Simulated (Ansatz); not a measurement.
Name a neutral molecule of C, O, S and H with LUMO energy (PBE0/def2-TZVPP) between -1.40 and -1.10 eV and HOMO–LUMO gap (PBE0/def2-TZVPP) between 5.05 and 5.35 eV (Ansatz, PBE0-D4/def2-TZVP geometry).

`CCOC(=S)S` (-1.33 eV, 5.17 eV); `CCC(O)=S` (-1.34 eV, 5.06 eV); `CSC(O)=S` (-1.36 eV, 5.32 eV); `COC(=S)SC` (-1.18 eV, 5.27 eV). Other molecules can fit too; these were computed, each in one conformer that needn't be the lowest.
